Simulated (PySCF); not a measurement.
# C₂H₄: electronic structure in real space

For C₂H₄, the scripts below see where an electron leaves and enters, localise its valence orbitals and compute its lowest excited states.

Program: PySCF 2.14.0. Level of theory: levels as typed in each script, gas phase, geometry from GFN2-xTB. These are calculated values, not measurements.

### Step 1. The starting structure

6 atoms, charge 0, spin multiplicity 1.

Bond lengths: C1–C2 1.316 Å, C1–H3 1.078 Å, C1–H4 1.078 Å, C2–H5 1.078 Å, C2–H6 1.078 Å. Angles: C2–C1–H3 122.0°, C2–C1–H4 122.0°, H3–C1–H4 116.0°, C1–C2–H5 122.0°, C1–C2–H6 122.0°, H5–C2–H6 116.0°.

As a file:

```xyz
6
charge 0, multiplicity 1
C    -0.65817    0.00000    0.00000
C     0.65817    0.00000    0.00000
H    -1.22935   -0.91399    0.00000
H    -1.22935    0.91401    0.00000
H     1.22935    0.91401    0.00000
H     1.22935   -0.91399    0.00000
```

### Step 2. Removing and adding an electron (B3LYP/6-311g**)

input.py

```python
import numpy as np
from pyscf import gto, scf, dft
from pyscf.scf import atom_ks, atom_hf
from scipy.linalg import block_diag

def solve(mol, dm0=None, hcore=None):
    mf = (dft.UKS if mol.spin else dft.RKS)(mol, xc='b3lyp')
    mf.grids.level = 3
    mf = mf.density_fit(auxbasis='def2-universal-jkfit')
    mf.conv_tol, mf.max_cycle = 1e-8, 80
    if hcore is not None:
        mf.get_hcore = lambda *args: hcore
    mf.kernel(dm0)
    if not mf.converged:
        mf = mf.newton().run(mf.mo_coeff, mf.mo_occ, max_cycle=30)
    assert mf.converged, 'SCF not converged'
    return mf

mol = gto.M(atom='''
C     -0.65817     0.00000     0.00000
C      0.65817     0.00000     0.00000
H     -1.22935    -0.91399     0.00000
H     -1.22935     0.91401     0.00000
H      1.22935     0.91401     0.00000
H      1.22935    -0.91399     0.00000
''', basis='6-311g**', charge=0, spin=0, verbose=4)
mf = solve(mol)
out = dict(e0=mf.e_tot, dm0=mf.make_rdm1(), c=mf.mo_coeff, occ=mf.mo_occ, eps=mf.mo_energy)
for name, dq, spin in [('cation', 1, 1), ('anion', -1, 1)]:
    ion = mol.copy().set(charge=mol.charge + dq, spin=spin).build()
    mi = solve(ion)
    if spin and dq > 0 and mol.nao < 130:
        c, _, stable, _ = mi.stability(return_status=True)
        if not stable:
            mi = solve(ion, mi.make_rdm1(c, mi.mo_occ))
    print(name, 'vertical energy change / eV', (mi.e_tot - mf.e_tot) * 27.211386)
    out.update({'e_' + name: mi.e_tot, 'dm_' + name: mi.make_rdm1(), 's2_' + name: mi.spin_square()[0], 'eps_' + name: mi.mo_energy, 'occ_' + name: mi.mo_occ})
# spherically averaged free atoms, for the promolecule
atm = atom_ks.get_atm_nrks(mol, xc='b3lyp')
pro = block_diag(*[(atm[a[0]][2] * atm[a[0]][3]) @ atm[a[0]][2].T for a in mol._atom])
np.savez('result.npz', pro=pro, **out)
```

On the command line:

```bash
$ OMP_NUM_THREADS=1 python input.py
```

### Step 4. Localised orbitals (B3LYP/def2-tzvp)

input.py

```python
import numpy as np
from pyscf import gto, scf, dft, lo
from pyscf.data.elements import chemcore

def solve(mol, dm0=None, hcore=None):
    mf = (dft.UKS if mol.spin else dft.RKS)(mol, xc='b3lyp')
    mf.grids.level = 3
    mf = mf.density_fit(auxbasis='def2-universal-jkfit')
    mf.conv_tol, mf.max_cycle = 1e-8, 80
    if hcore is not None:
        mf.get_hcore = lambda *args: hcore
    mf.kernel(dm0)
    if not mf.converged:
        mf = mf.newton().run(mf.mo_coeff, mf.mo_occ, max_cycle=30)
    assert mf.converged, 'SCF not converged'
    return mf

mol = gto.M(atom='''
C     -0.65817     0.00000     0.00000
C      0.65817     0.00000     0.00000
H     -1.22935    -0.91399     0.00000
H     -1.22935     0.91401     0.00000
H      1.22935     0.91401     0.00000
H      1.22935    -0.91399     0.00000
''', basis='def2-tzvp', charge=0, spin=0, verbose=4)
mf = solve(mol)
occ_all = mf.mo_coeff[:, mf.mo_occ > 0]
occ = occ_all[:, chemcore(mol):]
pm = lo.PM(mol, occ, pop_method='meta_lowdin')
loc = pm.kernel()
for _ in range(5):
    new, stable = pm.stability_jacobi(return_status=True)
    if stable:
        break
    loc = pm.kernel(new)
fock, s = mf.get_fock(), mf.get_ovlp()
ortho = lo.orth_ao(mol, 'meta_lowdin')
labels = mol.ao_labels(fmt=None)
vir = loc[:, :0]
both = np.hstack([loc, vir])
p = (ortho.T @ s @ both) ** 2
pop = np.array([p[[l[0] == a for l in labels]].sum(0) for a in range(mol.natm)])
spd = np.array([[p[[l[0] == a and l[2][-1] == k for l in labels]].sum(0) for k in 'spd'] for a in range(mol.natm)])
eps = np.einsum('pi,pq,qi->i', both, fock, both)
for i in np.argsort(eps):
    top = np.argsort(-pop[:, i])[:3]
    print('%3d %s %9.4f Eh ' % (i + 1, 'occ' if i < loc.shape[1] else 'vir', eps[i]), '  '.join('%s%d %.3f' % (mol.atom_symbol(a), a + 1, pop[a, i]) for a in top))
np.savez('result.npz', c=both, nocc=loc.shape[1], pop=pop, spd=spd, eps=eps, e=mf.e_tot)
```

### Step 6. Excited states (BHandHLYP/def2-svp)

input.py

```python
import numpy as np
from pyscf import gto, scf, dft, tdscf
from pyscf.scf import atom_ks, atom_hf
from scipy.linalg import block_diag

def solve(mol, dm0=None, hcore=None):
    mf = (dft.UKS if mol.spin else dft.RKS)(mol, xc='bhandhlyp')
    mf.grids.level = 3
    mf = mf.density_fit(auxbasis='def2-universal-jkfit')
    mf.conv_tol, mf.max_cycle = 1e-8, 80
    if hcore is not None:
        mf.get_hcore = lambda *args: hcore
    mf.kernel(dm0)
    if not mf.converged:
        mf = mf.newton().run(mf.mo_coeff, mf.mo_occ, max_cycle=30)
    assert mf.converged, 'SCF not converged'
    return mf

mol = gto.M(atom='''
C     -0.65817     0.00000     0.00000
C      0.65817     0.00000     0.00000
H     -1.22935    -0.91399     0.00000
H     -1.22935     0.91401     0.00000
H      1.22935     0.91401     0.00000
H      1.22935    -0.91399     0.00000
''', basis='def2-svp', charge=0, spin=0, verbose=4)
mf = solve(mol)
td = mf.TDA()
td.nstates, td.singlet, td.conv_tol = 4, True, 1e-5
td.kernel()
td.analyze()
x, y = np.array([p[0] for p in td.xy]), np.array([p[1] + 0 * p[0] for p in td.xy])
f, mu = td.oscillator_strength(), td.transition_dipole()
nto = [td.get_nto(state=i + 1, verbose=4) for i in range(len(td.e))]
# spherically averaged free atoms, for the promolecule
atm = atom_ks.get_atm_nrks(mol, xc='bhandhlyp')
pro = block_diag(*[(atm[a[0]][2] * atm[a[0]][3]) @ atm[a[0]][2].T for a in mol._atom])
np.savez('result.npz', e=td.e, f=f, ok=td.converged, w=[n[0] for n in nto], nto=[n[1] for n in nto], x=x, y=y, c=mf.mo_coeff, occ=mf.mo_occ, eps=mf.mo_energy, pro=pro, mu=mu)
```

(Steps that only read results are left out.)

Before running it: what results should come out? Wanted: vertical ionisation energy; vertical electron affinity; lowest singlet excitation.

The runs gave:

| quantity | value |
| --- | --- |
| vertical ionisation energy (B3LYP/6-311g**) | 10.62 eV |
| vertical electron affinity (B3LYP/6-311g**) | -2.84 eV |
| localised occupied orbitals above −45 eV (B3LYP/def2-tzvp) | 6 |
| lowest singlet excitation (BHandHLYP/def2-svp) | 8.74 eV |

What this shows: The ionisation energy from two SCF runs, 10.62 eV, lies 3.0 eV above −ε(HOMO) = 7.60 eV of the same level, B3LYP/6-311g**, since self-interaction lifts this functional's HOMO. The geometry was not optimised at these levels.
